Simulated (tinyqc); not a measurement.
Orbital energy against energy difference: ionisation energy by orbital energies and by energy differences in the cc-pvdz basis, for CH4, spin multiplicity 1. Computed by the program tinyqc with PySCF. 

Geometry (angstrom):

| atom | x | y | z |
|---|---|---|---|
| C | 0.0000 | 0.0000 | 0.0000 |
| H | 0.6040 | 0.6040 | 0.6040 |
| H | 0.6040 | -0.6040 | -0.6040 |
| H | -0.6040 | 0.6040 | -0.6040 |
| H | -0.6040 | -0.6040 | 0.6040 |

CCSD(T) difference in the same basis = 14.4692 eV

IP-EOM-CCSD = 14.4483 eV

The cation is unrestricted; errors are against CCSD(T) in this basis, not against experiment.

First vertical ionisation energy (eV):

| method | -e(HOMO) | E(cation) - E | error of -e(HOMO) | error of the difference |
|---|---|---|---|---|
| HF | 15.069 | 13.54281 | 0.600 | -0.926 |
| LDA | 9.466 | 14.42296 | -5.003 | -0.046 |
| PBE | 9.457 | 14.32038 | -5.012 | -0.149 |
| B3LYP | 10.816 | 14.48324 | -3.653 | 0.014 |
| PBE0 | 11.076 | 14.41159 | -3.394 | -0.058 |
| CAM-B3LYP | 12.591 | 14.49388 | -1.878 | 0.025 |
| LC-wPBE | 14.097 | 14.53532 | -0.372 | 0.066 |

Koopmans errs by +0.60 eV and Delta-HF by -0.93 eV: relaxation, 1.53 eV, lowers the value and the missing correlation difference works against it. The PBE level is off by -5.0 eV through the wrong tail of its potential, though its energy difference is off by -0.15 eV; exact exchange deepens the level, and among the orbital energies LC-wPBE comes closest; among the differences B3LYP does.
